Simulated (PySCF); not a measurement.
Simulated C 1s region for `CC(CN)CN`, binding energy against the vacuum level.

Every computed line was given a Gaussian of 0.5 eV full width at half maximum and an area set by the number of equivalent atoms; the highest printed point is 100. Theory: PySCF, delta-SCF UKS SCAN, pcX-2 on the ionised atom, pcseg-1 elsewhere, spin-free X2C.

(binding energy (eV), intensity): (289.5, 0), (289.6, 1), (289.7, 4), (289.8, 12), (289.9, 27), (290.0, 51), (290.1, 77), (290.2, 96), (290.3, 96), (290.4, 78), (290.5, 51), (290.6, 28), (290.7, 16), (290.8, 18), (290.9, 33), (291.0, 58), (291.1, 85), (291.2, 100), (291.3, 94), (291.4, 71), (291.5, 43), (291.6, 21), (291.7, 8), (291.8, 3), (291.9, 1)

Count the maxima, the lines and the sites behind this envelope.

The curve has 2 maxima (at 290.2 and 291.2 eV). Under it lie 3 lines from 3 inequivalent carbon sites. At this width some lines have no maximum of their own.

Decompose the envelope and assign each component. Numbering: `[CH3:1][CH:2]([CH2:3][NH2:4])[CH2:5][NH2:6]`.

```
position (eV)  relative area  line  atoms                   environment
       290.20              1  C 1s     C1                 methyl carbon
       290.30              1  C 1s     C2                 sp3 CH carbon
       291.22              2  C 1s  C3/C5  sp3 carbon bound to nitrogen
```

What are the centre and the root-mean-square width of the whole band?

The area-weighted mean of the lines is 290.74 eV. Their own spread about it is 0.49 eV (rms) and each Gaussian has σ = 0.5/2.355 = 0.21 eV; the variances add, which gives 0.53 eV.

Lowest listed C 1s: C1, bonded to C and 3 H. Highest, 1.02 eV above it: C3/C5, bonded to N, C and 2 H. Summing the Pauling electronegativity differences to the bonded atoms, each weighted by its formal bond order, gives -1.05 for the lowest site and -0.21 for the highest; no listed site has a larger sum than the highest.

No satellites, vibrations or lifetime broadening are included. One atom of each set of topologically equivalent atoms was ionised and stands for the set; in this conformer not all members are related by symmetry, and their own values weren't computed. Geometry: PBE0-D3(BJ)/def2-SVP, one conformer, isolated molecule.

The run took 48 s on x86-64 server, one thread, on a shared host.

The values belong to the conformer `[CH3:1][CH:2]([CH2:3][NH2:4])[CH2:5][NH2:6]`: C1–C2–C3–N4 60°, C1–C2–C5–N6 -59°, H–N4–C3–C2 -174°, H–N4–C3–C2 68°, H–N6–C5–C2 -56°, H–N6–C5–C2 62°.
